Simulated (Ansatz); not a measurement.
## Strength of the Si–H bond: how K changes with temperature for SiH3(CH3) ⇌ SiH2(CH3) + H

Species: SiH3(CH3) (methylsilane), singlet; SiH2(CH3), doublet; H atom, doublet. 

The electronic reaction energy at CCSD(T)/CBS estimate is +410.3 kJ/mol. Shapes: PBE0-D4/def2-TZVP. Programs: Ansatz 0.2.0. Enthalpy and entropy come from rigid-rotor, harmonic-oscillator sums on unscaled PBE0-D4/def2-TZVP wavenumbers, ideal gases at 1 bar. Symmetry numbers: SiH3(CH3) 3, SiH2(CH3) 1. R = 8.3145 J/(mol K).

| T (K) | ΔH (kJ/mol) | ΔS (J/(mol K)) |
| --- | --- | --- |
| 300 | +391.0 | +127.4 |
| 500 | ? | ? |
| 700 | +395.6 | +137.7 |

Q: Work out ln K at 300 and 700 K, and from these estimate it at 500 K.

A: 
1. 300 K: ΔG = +391.0 − 300 × (+127.4)/1000 = +352.8 kJ/mol; ln K = −ΔG/RT = -141.44.
2. 700 K: ΔG = +395.6 − 700 × (+137.7)/1000 = +299.2 kJ/mol; ln K = −ΔG/RT = -51.41.
3. Slope against 1000/T: (-51.41 − (-141.44))/(1.4286 − 3.3333) = -47.27, that is −ΔH/R with ΔH near +393 kJ/mol.
4. 500 K: ln K = -141.44 + (-47.27) × (2.0000 − 3.3333) = -78.41.

The full sums give ΔH = +393.8 kJ/mol, ΔS = +134.7 J/(mol K), ΔG = +326.5 kJ/mol and ln K = -78.54 at 500 K, so the line is off by +0.13 in ln K; without rounding the miss is +0.12, from the change of ΔH with temperature. The reactants are favoured over this whole range. The number of molecules rises, which sets the sign of ΔS, and lower pressure favours the products. An error of 10 kJ/mol in the energy moves ln K by 2.4 at 500 K. Soft modes are treated as harmonic, which can err either way at these temperatures; the lowest are those of SiH3(CH3) (198 cm⁻¹), SiH2(CH3) (182 cm⁻¹). Open shells run unrestricted. The CBS estimate extrapolates MP2 from def2-TZVPP and def2-QZVPP and adds CCSD(T) − MP2 in the triple-zeta set, cores frozen.
